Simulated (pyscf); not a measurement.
One four-centre exchange on the singlet surface with elements of a group swapped. ωB97M-D3(BJ)/def2-TZVP, eV, from the separated reactants. Structures and frequencies: ωB97X-D3(BJ)/def2-SVP in PySCF.

| step | barrier | reaction energy | imaginary mode (i cm⁻¹) |
|---|---|---|---|
| `[OH][GeH2][PH2]` + `[H][H]` → `[PH2][GeH3]` + `[OH2]` | 1.97 | +0.03 | 1374 |
| `[OH][SiH2][AsH2]` + `[H][H]` → `[SiH3][AsH2]` + `[OH2]` | 2.21 | +0.67 | 1308 |
| `[OH][SiH2][PH2]` + `[H][H]` -> `[SiH3][PH2]` + `[OH2]` | 2.19 | +0.71 | 1282 |
| `[OH][GeH2][AsH2]` + `[H][H]` → `[GeH3][AsH2]` + `[OH2]` | … | … | 1346 |

Problem. Some entries are withheld; supply them.

Solution. 
- `[OH][GeH2][AsH2]` + `[H][H]` → `[GeH3][AsH2]` + `[OH2]`, barrier: 1.94
- `[OH][GeH2][AsH2]` + `[H][H]` → `[GeH3][AsH2]` + `[OH2]`, reaction energy: 0.00

Each row is the saddle that its search found. Elements up to Kr have no core potential and no relativistic terms here.
